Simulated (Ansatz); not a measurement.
Coupled-cluster run, F₂HSi (`F[SiH]F`) radical.

```yaml
crystal:
  periodic: [false, false, false]
  atoms:
    - {symbol: F, position_ang: [1.274383, 0.625472, -0.411721]}
    - {symbol: Si, position_ang: [-0.027566, -0.285309, -0.316175]}
    - {symbol: F, position_ang: [-1.282764, 0.691196, -0.248087]}
    - {symbol: H, position_ang: [0.035946, -1.031360, 0.975983]}
basis:
  gaussian: {orbitals: cc-pV(T+d)Z}
magnetization: {spin_polarized: true, initial_magnetization: 1}
correlation: {method: ccsd_t}
scf: {omitted_lower_state_checks: [cluster_reference]}
output: {orbitals: {seedname: orbitals}}
```

```sh
$ ansatz run in.yaml --threads 2 --pin off --events-out ev --progress --plain --max-ram 20480MiB --backend cpu
```

Output of Ansatz, abridged:

```
Functional definition: HF
691 factors; integrals over basis functions are off by at most 9.2e-4 eV
mean field evaluation 1: about -13292.3588 eV, gradient 2.5e1 eV
mean field evaluation 2: about -13292.3644 eV, gradient 2.5e1 eV
mean field evaluation 4: about -13294.7525 eV, gradient 2.1e0 eV
mean field evaluation 8: about -13294.8238 eV, gradient 2.3e-3 eV
mean field -13294.82384629 eV, -488.5757647961 hartree, gradient 4.8e-6 eV, S^2 0.754522; 0 other end points of the search recorded, 0 dependent functions left out
7 core orbitals not correlated: weight in the atoms' cores, before any rotation towards them, 1.000 or more for the frozen orbitals, at most 0.000 for the correlated occupied ones
reference -13294.82384629 eV, -488.5757647961 hartree; 10, 9 occupied and 96, 97 virtual orbitals, 691 factors
second order -16.34504876 eV of doubles, -0.00000000 eV of singles
cycle   1  -16.15514357 eV  change    1.9e-1 eV  update   8.5e-2
cycle   2  -16.49616464 eV  change   -3.4e-1 eV  update   2.6e-2
cycle   3  -16.58806746 eV  change   -9.2e-2 eV  update   1.5e-2
cycle   4  -16.57531848 eV  change    1.3e-2 eV  update   4.1e-3
cycle   5  -16.57371123 eV  change    1.6e-3 eV  update   2.1e-3
cycle   6  -16.57533739 eV  change   -1.6e-3 eV  update   7.3e-4
cycle   7  -16.57528378 eV  change    5.4e-5 eV  update   3.3e-4
cycle   8  -16.57527080 eV  change    1.3e-5 eV  update   1.1e-4
cycle   9  -16.57530513 eV  change   -3.4e-5 eV  update   4.1e-5
cycle  10  -16.57528431 eV  change    2.1e-5 eV  update   1.5e-5
perturbative correction -0.48069484 eV, -0.0176652097 hartree
Total energy: -13311.87982545 eV, -489.2025604692 hartree
Checks for a lower state left out: cluster_reference
```

It took 10 s on 2 threads of an AMD EPYC 7R13 on a shared host, with 0.72 GiB of host memory at the peak.

MP2 recovers 95.8 % of the CCSD(T) correlation energy and the triples give 2.8 %; T1 = 0.0140.
